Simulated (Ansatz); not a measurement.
Results of PBEsol (Ansatz, a quantum-chemistry and plane-wave program, plane waves, PAW) for hcp Hf.

Numerical settings: plane-wave cutoff 520 eV, 24×24×14 k mesh (along the axes of the cell as run), Fermi–Dirac smearing 0.037 eV (set by the program), scalar-relativistic PAW data made under PBE.

Cell (measured lattice):

```
Hf
1.0
    3.19420     0.00000     0.00000
   -1.59710     2.76626     0.00000
    0.00000     0.00000     5.05120
Hf
2
Direct
  0.66667   0.33333   0.75000
  0.33333   0.66667   0.25000
```

Task: What does this level give for the Young modulus, elastic constant C44, elastic constant C33, polycrystal shear modulus (Hill average), elastic constant C11, elastic constant C12, elastic constant C13 and elastic constant C66?

Result: 
* **Young modulus**: 139 GPa
* **elastic constant C44**: 51.5 GPa
* **elastic constant C33**: 191 GPa
* **polycrystal shear modulus (Hill average)**: 54.6 GPa
* **elastic constant C11**: 173 GPa
* **elastic constant C12**: 63.5 GPa
* **elastic constant C13**: 62.7 GPa
* **elastic constant C66**: 54.8 GPa

Note: the cell isn't this level's own, so it is under some stress, which shifts stiffness and frequencies.

Elastic constants are with the ions relaxed.

Spin–orbit coupling is not included.

Computed values are for the static lattice.

The result took around 50 core-minutes (rough).
